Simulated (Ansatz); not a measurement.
`[AlH2][NH][SiH3]` and `[AlH2][NH][AlH2]` differ in one atom or group.

Ansatz, PBE0-D4/def2-TZVP geometries, multiplicity 1. 

```
                                        property  `[AlH2][NH][SiH3]`
             HOMO–LUMO gap (PBE/def2-TZVPP) / eV                4.76
               LUMO energy (PBE/def2-TZVPP) / eV               -1.73
              HOMO energy (PBE0/def2-TZVPP) / eV               -7.76
               HOMO energy (PBE/def2-TZVPP) / eV               -6.49
  zero-point energy (PBE0-D4/def2-TZVP) / kJ/mol               143.6
size of the dipole moment (B3LYP/def2-TZVPP) / D                0.92
```

Problem. What does the change do to each property? (An estimate is asked.)

Solution. The calculation gave: 
| property | `[AlH2][NH][AlH2]` | shift |
| --- | --- | --- |
| HOMO–LUMO gap (PBE/def2-TZVPP) / eV | 5.02 | 0.26 |
| LUMO energy (PBE/def2-TZVPP) / eV | -1.88 | -0.15 |
| HOMO energy (PBE0/def2-TZVPP) / eV | -8.13 | -0.37 |
| HOMO energy (PBE/def2-TZVPP) / eV | -6.89 | -0.40 |
| zero-point energy (PBE0-D4/def2-TZVP) / kJ/mol | 112.5 | -31.1 |
| size of the dipole moment (B3LYP/def2-TZVPP) / D | 0.95 | 0.03 |

With PBE0 the HOMO falls by 0.37 eV and the LUMO falls by 0.13 eV, so the gap widens by about 0.24 eV. PBE moves the HOMO by -0.40 eV and ωB97M-V by -0.39 eV. The zero-point energy changes by -31.1 kJ/mol with -3 modes. Dipoles are sizes alone; their direction can turn.

B3LYP here is the variant with VWN-RPA as its local correlation; programs differ in this.
